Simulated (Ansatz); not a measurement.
# BH2S (doublet): from Hartree-Fock to the top rungs, def2-TZVPP

The task here is to estimate one member of a computed series from the others.

Computed with Ansatz 0.2.0, Gaussian basis. Level: def2-TZVPP, core rule «outside noble gas», up to 6 orbitals frozen.

The runs, in order: UHF; ROHF; CCSD(T) on UHF.

**The geometry**

The geometry is a PBE0/def2-TZVP stationary point (not a proven minimum) of the parent state, kept for this charge and spin.

4 atoms, charge 0, spin multiplicity 2.

Atoms are counted from 1 here; the program's logs count them from 0.

Bond lengths: B1–S2 1.876 Å, B1–H3 1.201 Å, B1–H4 1.201 Å. Angles: S2–B1–H3 115.7°, S2–B1–H4 115.7°, H3–B1–H4 128.7°.

Geometry (Å):

```xyz
4

B     0.0000    0.0000    1.3164
S     0.0000    0.0000   -0.5593
H     0.0000    1.0825    1.8366
H     0.0000   -1.0825    1.8366
```

Set-up of the first run:

in.yaml

```yaml
crystal:
  periodic: [false, false, false]
  atoms:
    - {symbol: B, position_ang: [0.000000, 0.000000, 1.316372]}
    - {symbol: S, position_ang: [0.000000, 0.000000, -0.559290]}
    - {symbol: H, position_ang: [0.000000, 1.082487, 1.836590]}
    - {symbol: H, position_ang: [0.000000, -1.082487, 1.836590]}
basis:
  gaussian: {orbitals: def2-TZVPP}
magnetization: {spin_polarized: true, initial_magnetization: 1}
hamiltonian: {xc: hf}
output: {orbitals: {seedname: orbitals}}
```

On the command line:

```console
ansatz run in.yaml --threads 1 --pin off --events-out ev --progress --plain --max-ram 4096MiB --backend cpu
```

Steps of the session up to this table: UHF; ROHF; CCSD(T) on UHF.

One table of the session follows, with a row left open; its other results are not shown here.

It belongs to the step «Misses and costs». 

```
  method  from UCCSD(T) (kcal/mol)
    ROHF                   +188.37
     UHF                   +184.75
    UMP2                    +29.93
   UCCSD                         ?
UCCSD(T)                         0
```

Q: Estimate the row for UCCSD from the others.

The run gave: from UCCSD(T) (kcal/mol): +7.56. In the column «from UCCSD(T) (kcal/mol)» it lies between UCCSD(T) (0) and UMP2 (+29.93).
